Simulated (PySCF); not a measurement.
Cl4Si, SMILES Cl[Si](Cl)(Cl)Cl (connectivity only; charge and spin as stated), charge +1, multiplicity 2. Atoms are numbered in the order given.

```xyz
5

Cl     1.1975    -1.1975     1.1192
Si     0.0000     0.0000     0.0000
Cl     1.1975     1.1975    -1.1192
Cl    -1.1975    -1.1975    -1.1192
Cl    -1.1975     1.1975     1.1192
```
Charge +1, spin multiplicity 2.

Geometry optimised at PBE0-D3(BJ)/def2-SVP. The geometry has at least one imaginary mode, so it is a saddle point at that level. The multiplicity is an assumed one; other spin states were not compared. The isomer is the one that the SMILES or the coordinates give; other isomers of the formula were not compared.

These are PBE0-D3(BJ)/def2-SVP in PySCF values and carry that method's errors.

Frequencies are harmonic and unscaled.

Modes within 1.5 cm⁻¹ of each other (mostly degenerate sets) share a row, with their intensities summed.

Computed harmonic wavenumbers and intensities:
| mode | ν (cm⁻¹) | IR (km/mol) | moving atoms (share of kinetic energy) |
|---|---|---|---|
| 1–2 | 146i | 184.9 | Cl 56 %, Si 44 % |
| 3 | 99 | 0.0 | Cl 100 % |
| 4 | 119 | 0.0 | Cl 100 % |
| 5 | 172 | 0.0 | Cl 72 %, Si 28 % |
| 6 | 419 | 0.0 | Cl 100 % |
| 7–8 | 471 | 213.3 | Cl 61 %, Si 39 % |
| 9 | 506 | 6.7 | Si 56 %, Cl 44 % |
